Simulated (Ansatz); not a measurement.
Worked example: correlation energy of HBAl, quartet

Geometry: a point of a stretch scan, not a stationary point.

```csv
atom,x (Å),y (Å),z (Å)
B,0.0000,0.0000,0.1280
Al,0.0000,0.0000,-1.4410
H,0.0000,0.0000,1.3131
```

Basis 6-31G; Ansatz 0.2.0. Correlated methods freeze the noble-gas cores, which leaves 7 electrons in 18 orbitals. Prefix R: restricted or restricted open-shell reference; prefix U: unrestricted.

Full CI is exact within this basis and frozen core; it isn't the basis-set limit. The frozen core follows each run's orbitals, which can shift R against U totals by a few meV.

Runs differ by some tens of microhartree through their thresholds and, for an open shell, their frozen cores, so steps under 0.1 kcal/mol mean nothing.

| level | total energy (hartree) |
| --- | --- |
| UHF | -266.948360 |
| UMP2 | -267.006080 |
| UCCSD | -267.024771 |
| UCCSD(T) | -267.026595 |
| UCCSDT | -267.027208 |
| UCCSDT(Q) | -267.027352 |
| UCCSDTQ | -267.027374 |
| full CI | -267.027365 |

**Question.** What is the correlation energy at full CI, and what share of it do UMP2 and UCCSDT recover?

**Answer.** E(corr) = -267.027365 − (-266.948360) = -0.079005 hartree = -2.150 eV. UMP2: -0.057720 / -0.079005 = 73.06 %. UCCSDT: -0.078848 / -0.079005 = 99.80 %.

**Question.** By how many kcal/mol does UCCSD(T) miss full CI (1 hartree = 627.509 kcal/mol), and which steps make up the rest?

**Answer.** -267.026595 − (-267.027365) = 0.000770 hartree = 0.48 kcal/mol. Steps: UCCSDT − UCCSD(T) = -0.38, UCCSDT(Q) − UCCSDT = -0.09, UCCSDTQ − UCCSDT(Q) = -0.01, full CI − UCCSDTQ = 0.01 kcal/mol. That is within 1 kcal/mol of the reference in this basis, which itself misses far more of the correlation at the basis-set limit.
